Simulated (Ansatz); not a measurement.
Reaction (SMILES): P#N (N-P) + 3 [H][H] (H2) → N (NH3) + P (PH3)
B3LYP-D3(BJ)/def2-TZVP geometries, fixed; electronic energies without zero-point terms.
Largest species:
```xyz
4

N      0.0022    -0.0038     0.1116
H     -0.0020     0.9512    -0.2281
H      0.8095    -0.4644    -0.2929
H     -0.8232    -0.4600    -0.2599
```

Basis-set convergence of the energy of full hydrogenation at MP2 with Ansatz (a program for electronic structure). Cartesian d functions, on some or all atoms, in 6-31G*, 6-31+G*, 6-311G**, 6-311+G**; all else is spherical. Cores are frozen. A restricted Hartree-Fock determinant is unstable towards unrestricted orbitals. No added dispersion term, no relativity. Functions are those of the species that has most. Reference: Hartree-Fock in aug-cc-pV(Q+d)Z plus the correlation part extrapolated as X^-3 from aug-cc-pV(T+d)Z and aug-cc-pV(Q+d)Z, -59.50 kcal/mol, itself unsure by roughly 0.19 kcal/mol (a third of the extrapolation step and of the last Hartree-Fock step). Deviations are taken from unrounded values.

```csv
basis,functions,energy of full hydrogenation (kcal/mol)
def2-SVP,33,-57.52
def2-SVPD,48,-65.12
pcseg-1,33,-51.38
aug-pcseg-1,54,-55.96
6-31G*,34,-38.06
6-31+G*,42,-40.58
cc-pV(D+d)Z,38,-54.60
aug-cc-pV(D+d)Z,59,-60.11
6-311G**,45,-52.72
6-311+G**,53,-53.64
def2-TZVP,68,-53.38
def2-TZVPD,80,-54.27
pcseg-2,76,-59.40
aug-pcseg-2,119,-58.98
cc-pV(T+d)Z,81,-57.58
aug-cc-pV(T+d)Z,124,-59.36
def2-TZVPP,84,-58.98
def2-TZVPPD,99,-59.37
cc-pV(Q+d)Z,154,-58.76
aug-cc-pV(Q+d)Z,227,-59.29
def2-QZVPP,160,-59.33
def2-QZVPPD,175,-59.41
pcseg-3,163,-59.30
aug-pcseg-3,236,-59.17
```

What the diffuse functions change, pair by pair:
- def2-SVP to def2-SVPD: 15 more functions, deviation 1.98 to -5.62 kcal/mol
- pcseg-1 to aug-pcseg-1: 21 more functions, deviation 8.12 to 3.54 kcal/mol
- 6-31G* to 6-31+G*: 8 more functions, deviation 21.44 to 18.92 kcal/mol
- cc-pV(D+d)Z to aug-cc-pV(D+d)Z: 21 more functions, deviation 4.90 to -0.61 kcal/mol
- 6-311G** to 6-311+G**: 8 more functions, deviation 6.78 to 5.86 kcal/mol
- def2-TZVP to def2-TZVPD: 12 more functions, deviation 6.12 to 5.23 kcal/mol
- pcseg-2 to aug-pcseg-2: 43 more functions, deviation 0.10 to 0.52 kcal/mol
- cc-pV(T+d)Z to aug-cc-pV(T+d)Z: 43 more functions, deviation 1.92 to 0.14 kcal/mol
- def2-TZVPP to def2-TZVPPD: 15 more functions, deviation 0.52 to 0.13 kcal/mol
- cc-pV(Q+d)Z to aug-cc-pV(Q+d)Z: 73 more functions, deviation 0.74 to 0.21 kcal/mol
- def2-QZVPP to def2-QZVPPD: 15 more functions, deviation 0.17 to 0.08 kcal/mol
- pcseg-3 to aug-pcseg-3: 73 more functions, deviation 0.20 to 0.33 kcal/mol

Leaving out the reference's own pair, they bring the value nearer the reference by more than 0.19 kcal/mol in 7 of 11 pairs.
